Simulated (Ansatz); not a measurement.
# NH4⁺, singlet: reading a ladder of total energies

Geometry: a point of a stretch scan, not a stationary point.

```xyz
5

N     0.0038   -0.0038    0.0039
H     0.5942    0.5885    0.5941
H    -0.5891   -0.5921    0.5956
H    -0.6539    0.6546   -0.6597
H     0.5954   -0.5975   -0.5838
```

Basis 6-31G; Ansatz 0.2.0. Correlated methods freeze the noble-gas cores, which leaves 8 electrons in 16 orbitals. R marks a restricted (for open shells ROHF) determinant.

Full CI is exact within this basis and frozen core; it isn't the basis-set limit.

Runs differ by some tens of microhartree through their thresholds, so steps under 0.03 kcal/mol mean nothing.

```csv
level,total energy (hartree)
RHF,-56.504713
RMP2,-56.625726
RCCSD,-56.641188
RCCSD(T),-56.642653
RCCSDT,-56.642779
RCCSDT(Q),-56.643079
RCCSDTQ,-56.643066
full CI,-56.643080
```

Question: What is the correlation energy at full CI, and what share of it do RMP2 and RCCSD(T) recover?

Answer: E(corr) = -56.643080 − (-56.504713) = -0.138367 hartree = -3.765 eV. RMP2: -0.121013 / -0.138367 = 87.46 %. RCCSD(T): -0.137940 / -0.138367 = 99.69 %.

Question: By how many kcal/mol does RCCSD(T) miss full CI (1 hartree = 627.509 kcal/mol), and which steps make up the rest?

Answer: -56.642653 − (-56.643080) = 0.000427 hartree = 0.27 kcal/mol. Steps: RCCSDT − RCCSD(T) = -0.08, RCCSDT(Q) − RCCSDT = -0.19, RCCSDTQ − RCCSDT(Q) = 0.01, full CI − RCCSDTQ = -0.01 kcal/mol. That is within 1 kcal/mol of the reference in this basis, which itself misses far more of the correlation at the basis-set limit.
